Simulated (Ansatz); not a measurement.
Cartesian coordinates in Å:
```
C -0.167 -1.296 2.038
C 0.050 -1.143 0.555
O -0.062 0.220 0.218
C 0.127 0.460 -1.147
C -0.019 1.947 -1.365
F 0.164 2.226 -2.705
H -0.085 -2.347 2.325
H -1.158 -0.937 2.321
H 0.578 -0.726 2.596
H 1.044 -1.516 0.266
H -0.693 -1.727 -0.010
H 1.125 0.133 -1.475
H -0.617 -0.079 -1.753
H -1.017 2.285 -1.073
H 0.730 2.498 -0.790
```

Charge 0, multiplicity 1.

Problem. List the B3LYP/def2-TZVPP orbital energies in eV (Ansatz). (An estimate is asked.)

Solution. Computed: Occupied: -671.21, -520.83, -278.80, -278.25, -278.23, -276.67, -32.59, -28.71, -21.49, -19.95, -17.25, -16.82, -14.22, -14.14, -13.26, -13.09, -12.80, -11.56, -11.13, -10.72, -9.98, -9.47, -9.26, -9.06, -7.46. Lowest empty: 0.83, 1.43, 1.55, 2.04, 2.12, 2.77, 3.02, 3.05.

B3LYP here is the variant with VWN-RPA as its local correlation; programs differ in this.
